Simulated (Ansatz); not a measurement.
An input meant for Mg(SiH3)2 (MgSi2H6) (charge 0, singlet).

```yaml
crystal:
  periodic: [false, false, false]
  atoms:
    - {symbol: Mg, position_ang: [0.016757, 0.023876, 0.000224]}
    - {symbol: Si, position_ang: [0.000602, -0.014590, 2.586387]}
    - {symbol: H, position_ang: [0.887209, -1.072317, 3.161551]}
    - {symbol: H, position_ang: [-1.355837, -0.280333, 3.156773]}
    - {symbol: H, position_ang: [0.451586, 1.266953, 3.209998]}
    - {symbol: Si, position_ang: [0.004165, 0.021363, -2.586279]}
    - {symbol: H, position_ang: [1.321255, 0.390300, -3.189858]}
    - {symbol: H, position_ang: [-0.985096, 0.977486, -3.171771]}
    - {symbol: H, position_ang: [-0.340630, -1.312738, -3.167025]}
basis:
  gaussian: {orbitals: def2-TZVP}
total_charge: -2
hamiltonian: {xc: {name: RPBE}, dispersion: d3bj}
scf: {omitted_lower_state_checks: [starts]}
```

```sh
$ ansatz run in.yaml --threads 4 --pin off --events-out ev --progress --plain --max-ram 3916MiB
```

Shortened log:

```
Functional definition: RPBE
1056 factors; their error is unknown
mean field evaluation 1: about -21289.7285 eV, gradient 2.0e1 eV
mean field evaluation 2: about -21286.5136 eV, gradient 3.0e1 eV
mean field evaluation 4: about -21291.4178 eV, gradient 1.6e0 eV
mean field evaluation 8: about -21291.4260 eV, gradient 8.4e-1 eV
mean field evaluation 16: about -21291.4108 eV, gradient 6.0e-4 eV
mean field -21291.41079651 eV, -782.4449149353 hartree, gradient 2.0e-5 eV, S^2 0.000000; 0 other end points of the search recorded, 0 dependent functions left out
reference -21291.41084114 eV, -782.4449165752 hartree; 24, 24 occupied and 118, 118 virtual orbitals, 1056 factors
Total energy: -21292.59771224 eV, -782.4885332838 hartree
Checks for a lower state left out: starts
```

In this input the charge is far from what the species holds (-2 typed, 0 meant). The calculation finished and met its thresholds. The result belongs to that input, not to the species as meant.

A multiply charged anion in the gas phase is held together partly by the finite basis. The highest occupied level of an anion often lies above zero with these methods, and sets without diffuse functions describe the outer electron poorly.
